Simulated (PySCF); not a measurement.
N2O. Atoms are numbered in the order given.

```xyz
3

N      0.0000     0.0000    -1.1894
N      0.0000     0.0000    -0.0713
O      0.0000     0.0000     1.1031
```

Geometry optimised at PBE0-D3(BJ)/def2-TZVP.

These are SMD-M06-2X/def2-SVP in PySCF values and carry that method's errors.

Solvation free energies are E(SMD) − E(gas) at the gas-phase geometry, for 1 M in both phases. In vacuum the dipole moment is 0.21 D.

**Question.** Rank water, acetonitrile, benzene by solvation free energy, most negative first.

**Answer.** water (-0.1 kcal/mol), acetonitrile (1.2 kcal/mol), benzene (1.6 kcal/mol)
